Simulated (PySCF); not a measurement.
Na2, SMILES [Na][Na].

Geometry optimised at PBE0-D3(BJ)/def2-TZVPD.

The numbers are results of PBE0-D3(BJ)/def2-TZVPD run with PySCF, not measurements.

Frequencies are harmonic and unscaled.

Computed harmonic wavenumbers and intensities:
```tsv
mode	ν (cm⁻¹)	IR (km/mol)	moving atoms (share of kinetic energy)
1	159	0.0	Na 100 %
```
